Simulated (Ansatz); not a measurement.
Ideal-gas functions of FLi, SMILES `[Li][F]` at 600 K and 1 bar, from an Ansatz frequency run at PBE0-D4/def2-TZVP.

Molar mass 25.94 g/mol, point group C∞v (symmetry number 1), electronic degeneracy 1, moments of inertia 12.363 u Å². Harmonic wavenumbers (cm⁻¹, unscaled): 928.

Use S(trans) = R[1.5 ln M + 2.5 ln T − 1.1517]; rotational temperatures θ = 24.2544 K / I; S(rot) = R[ln(T/σθ) + 1]; for each mode x = 1.438777 ν̃/T, S = R[x/(eˣ − 1) − ln(1 − e⁻ˣ)] and H = RT x/(eˣ − 1); 1 cm⁻¹ = 0.0119627 kJ/mol; R = 8.31446 J/(mol·K).

By hand: the entropy, in J/(mol·K).

Translation 164.0. Rotation: θ = 1.9619 K, giving 55.9. Vibration, mode by mode: 3.19, in all 3.2. Electronic 0.0. Sum 223.1 J/(mol·K).

By hand: H − E and G − E in kJ/mol, counted from the electronic energy.

Zero-point energy ½ × 928 × 0.0119627 = 5.6; thermal vibration 1.3; translation, rotation and pV give 3.5 RT = 17.5. H − E = 24.4 kJ/mol, and G − E = 24.4 − 600 × 223.1/1000 = -109.5 kJ/mol.

Vibration gives 1 % of the entropy.
